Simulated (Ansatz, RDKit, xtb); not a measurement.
# C3H2F2O: which of the isomers drawn lies lowest?

Which of a sample of isomers of C3H2F2O is the most stable in the gas at 298.15 K, and what are its properties? The sample is small against all isomers, and the most stable one of this formula need not be in it.

The funnel: GFN2-xTB relaxations, single points with a density functional, relaxations at PBE0-D3(BJ)/def2-SVP, harmonic vibrations, and a last energy at a higher level. All values are calculated.

## (1) Possible bonding patterns

Isomers were taken from a list of plausible structures; this is a sample, not all of them. That gives 6 candidates.

```
label           SMILES     spin
 c221  FC1=C[C@H](F)O1  singlet
 c325     O=C/C(F)=C\F  singlet
 c494       O=C=C(F)CF  singlet
 c594       O=CC=C(F)F  singlet
 c688       O=C=CC(F)F  singlet
 c810   FC1=CO[C@@H]1F  singlet
```

Candidates are built by distance geometry, with a force field where one applies, in up to four conformers (letters a to d).

**Question.** With final energies at CCSD(T)/def2-SVP + MP2/def2-TZVPP - MP2/def2-SVP, which structure will this search put lowest in free energy, and by what margin?

| quantity | value |
| --- | --- |
| lowest structure found | O=C=CC(F)F, singlet, Cs |
| next finalist | O=CC=C(F)F, singlet, 3.2 kcal/mol higher in G |
| share at equilibrium, among the finalists | 99.6 % |
| harmonic wavenumbers, lowest and highest (PBE0-D3(BJ)/def2-SVP) | 56 and 3229 cm⁻¹ |
| rotational constants, same geometry | 0.3002, 0.06368, 0.0566 cm⁻¹ |

The lowest structure found is `O=C=CC(F)F`. Among the finalists first place is clear (3.2 kcal/mol); structures outside the list aren't covered. GFN2-xTB, r2SCAN-D4/def2-SVP, PBE0-D3(BJ)/def2-SVP, HF/def2-SVP and MP2/def2-SVP already put its bonding pattern lowest among the structures in one piece; HF/STO-3G favours the singlet O=CC=C(F)F. Lowest found is not proven lowest: the search is finite, and each finalist counts with one conformer. Only 6 drawn patterns were tried, so whole families of isomers are missing, and the result ranks this sample alone.
